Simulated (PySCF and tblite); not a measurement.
The numbers below are computed, except where a source is named.
C₃H₈O, numbered as in [CH3:1][CH2:2][O:3][CH3:4].

Geometries PBE0-D3(BJ)/def2-SVP; weights from PBE0-D3(BJ)/def2-TZVP energies and GFN2-xTB thermal corrections, with symmetry numbers and mirror pairs. Conformers within 4 kcal/mol (GFN2-xTB free energy) were kept, 5 at most. GIAO shieldings: PBE0/pcSseg-1. Shifts are against TMS (¹H), TMS (¹³C) at the same level. Codes: tblite and PySCF.

Torsions listed: C1–C2–O3–C4. Of a mirror pair one member is shown.

```csv
conformer,shape,symmetry,E(GFN2) kcal/mol,E(DFT) kcal/mol
1,180°,Cs,0.03,0.00
2,73°,C1 (pair),0.00,1.29
```

Q: How much do the weights at 298.15 K and the averaged shift of H2 depend on how the conformers are weighted?

A: 
```
                                                              weighting  1 (%)  2 (%)  δ (ppm)  rms dipole (D)
DFT energy with thermal terms, symmetry and mirror images (full scheme)     86     14     3.13            1.09
                             DFT energy with symmetry and mirror images     81     19     3.15            1.09
                                                        bare DFT energy     90     10     3.12            1.08
                        GFN2-xTB energy with symmetry and mirror images     32     68     3.31            1.16
                                                   GFN2-xTB free energy     39     61     3.28            1.15
                                                leading conformer alone    100      0     3.09            1.07
                                                          equal weights     50     50     3.25            1.14
```

The largest departure from the full scheme, 0.18 ppm, comes with: GFN2-xTB energy with symmetry and mirror images.
